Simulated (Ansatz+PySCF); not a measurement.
The numbers below are computed, except where a source is named.
Input for PySCF 2.14.0:

```python
from pyscf import gto, scf, cc

mol = gto.M(atom="""
C -0.017420 0.016780 -0.642540
O -0.039970 -0.038440 0.760710
H -0.012270 -1.021500 -1.022190
H -0.876330 0.442800 -1.034790
H 0.900940 0.467380 -1.124740
H -0.013520 0.874480 1.104830
""", basis='def2-svp', charge=0, spin=0)
mf = scf.UHF(mol)
mf.kernel()
mycc = cc.CCSD(mf, frozen=2).run()
et = mycc.ccsd_t()
print(mf.e_tot, mycc.e_corr, et, mycc.e_tot + et)
```

The script is written out from the run's settings.

Results

* Converged: yes
* Reference energy: -114.94842 hartree
* CCSD correlation energy: -0.36254 hartree
* Triples correction: -0.00761 hartree
* Total energy: -115.31857 hartree
